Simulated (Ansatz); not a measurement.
# AlClH3N, SMILES [NH2][AlH][Cl]: vertical and adiabatic energies of changing the electron count

Run with Ansatz 0.2.0, Python API.

`run_adiabatic.py`:
```python
"""How AlClH3N relaxes after losing an electron."""

import itertools
import logging
import sys
import warnings

import ansatz as az
from ase import Atoms
from ase.data import atomic_numbers, covalent_radii
import numpy as np

logging.basicConfig(stream=sys.stdout, format="%(levelname)s:%(name)s:%(message)s")
logger = logging.getLogger("run")
logger.setLevel(logging.INFO)

warnings.simplefilter("ignore", az.DeckWarning)

atoms = Atoms(["N", "Al", "Cl", "H", "H", "H"], positions=[
    (-0.9283, 0.0315, -0.6639),
    (0.4278, -0.134, 0.598),
    (1.4199, -2.0788, 0.7942),
    (-1.1971, 1.0885, -0.644),
    (-0.555, -0.0927, -1.6359),
    (0.8748, 1.1214, 1.5053),
])
mol = az.Crystal.molecule_from_ase(atoms)

calculation = (
    mol.calculation()
    .basis(gaussian="def2-SVP")
    .functional("CAM-B3LYP")
)
symbols = [site.symbol for site in mol.cartesian_sites]
start = np.array([site.position_ang for site in mol.cartesian_sites], dtype=float)
r = calculation.relax(force_tolerance=0.01, max_steps=100).run(threads=1).report
end = np.array(r["positions_ang"])

minimum = az.Crystal.molecule()
for symbol, place in zip(symbols, end):
    minimum = minimum.atom(symbol, place.tolist())
ion = (
    minimum.calculation()
    .basis(gaussian="def2-SVP")
    .functional("CAM-B3LYP")
    .charge(1)
    .spin("collinear", total=1)
)
vertical = ion.run(threads=1).report
settled = ion.relax(force_tolerance=0.01, max_steps=80).run(threads=1).report
logger.info(f"vertical ionisation energy   {vertical['free_energy_ev'] - r['free_energy_ev']:.3f} eV")
logger.info(f"adiabatic, no zero point     {settled['free_energy_ev'] - r['free_energy_ev']:.3f} eV")
logger.info(f"relaxation energy of the ion {vertical['free_energy_ev'] - settled['free_energy_ev']:.3f} eV")
ionised = np.array(settled["positions_ang"])
# pairs closer than 1.2 times the sum of covalent radii, before or after
radius = [covalent_radii[atomic_numbers[s]] for s in symbols]
span = lambda where, i, j: np.linalg.norm(where[i] - where[j])
bonded = [(i, j) for i, j in itertools.combinations(range(len(symbols)), 2) if min(span(end, i, j), span(ionised, i, j)) < 1.2 * (radius[i] + radius[j])]
logger.info("pair        before    after (A)")
for i, j in bonded:
    print(f"{symbols[i]}{i}-{symbols[j]}{j}".ljust(10), f"{span(end, i, j):8.4f} {span(ionised, i, j):8.4f}")
```

Running `python run_adiabatic.py` prints:
```text
INFO:run:vertical ionisation energy   10.174 eV
INFO:run:adiabatic, no zero point     9.622 eV
INFO:run:relaxation energy of the ion 0.553 eV
INFO:run:pair        before    after (A)
N0-Al1       1.7578   1.9889
N0-H3        1.0149   1.0338
N0-H4        1.0148   1.0340
Al1-Cl2      2.1029   2.0417
Al1-H5       1.5671   1.5447
```

Reading the output:
- The settings weren't tested for convergence.
- The energies are electronic: no zero-point or thermal terms, and the basis set is short of its limit. The product may relax into another structure. The relaxation finds the nearest minimum, so the adiabatic value is an upper bound.
- Wall time of the script: 44 s on 1 thread of Intel(R) Xeon(R) Platinum 8375C CPU @ 2.90GHz (Ice Lake), with other jobs on the host, peak memory 0.26 GiB.

(Lines on the test bed's own set-up are left out of the output.)
